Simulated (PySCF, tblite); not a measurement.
**BeH2Br−, a complex of two parts: NMR shifts, interaction energy, infrared bands, spin-spin couplings, core binding energies and electronic excitations**

The task here is to estimate one member of a computed series from the others.

Programs: tblite 0.8.0 and PySCF 2.14.0. All values are calculated, for the isolated system unless a continuum is named. Atoms count from 0, parts from 1.

### Starting point

4 atoms, charge -1, multiplicity 1; geometry: rigid parts in contact. Parts: 1 = atoms 0–2, `[BeH2]`, charge 0; 2 = atom 3, `[Br-]`, charge -1.

Set-up of the first run:

What the job is given:

```
{"job": {"kind": "dock", "xc": "GFN2-xTB", "basis": "xTB"}, "charge": -1, "multiplicity": 1, "parts": [{"atoms": "0-2", "charge": 0, "multiplicity": 1}, {"atoms": "3-3", "charge": -1, "multiplicity": 1}]}
Be     0.000157    -0.000045     0.000029
H      0.107617     1.254525    -0.226720
H     -0.107774    -1.254481     0.226691
Br    -0.766669    -0.489535    -2.585268
```

Level: GFN2-xTB search for minima from random contacts, gas phase.

Command:

```
$ OMP_NUM_THREADS=1 python cluster_run.py task.json out
```

One launch serves the whole session: the jobs run in the order shown.

Steps of the session up to this table: Bringing the parts together with GFN2-xTB; Relaxing the molecule at PBE0-D3(BJ)/def2-TZVPD; Shielding tensors: PBE0/aug-pcSseg-3; Coupled-cluster interaction energy: CCSD(T) and MP2.

One of the session's tables, all rows but one given; the rest of the session is left out.

It belongs to the step «Coupled-cluster interaction energy: CCSD(T) and MP2». 

| method | interaction energy (kcal/mol) |
| --- | --- |
| HF/aug-cc-pVDZ | -43.07 |
| MP2/aug-cc-pVDZ | ? |
| CCSD/aug-cc-pVDZ | -46.13 |
| CCSD(T)/aug-cc-pVDZ | -46.64 |
| HF/aug-cc-pVQZ | -44.39 |
| MP2/aug-cc-pVQZ | -50.30 |
| SCS-MP2/aug-cc-pVQZ | -48.83 |
| MP2, extrapolated | -50.70 |
| CCSD(T), limit estimate | -50.36 |

**Question.** Estimate the row for MP2/aug-cc-pVDZ.

The run gave: interaction energy (kcal/mol): -46.97. In the column «interaction energy (kcal/mol)» it lies between SCS-MP2/aug-cc-pVQZ (-48.83) and CCSD(T)/aug-cc-pVDZ (-46.64).

Limits of these values: The interaction energy leaves out the deformation of the parts, 15.16 kcal/mol at MP2. So large a deformation means that a part is far from its own minimum, so a sum across the two methods would be rough.
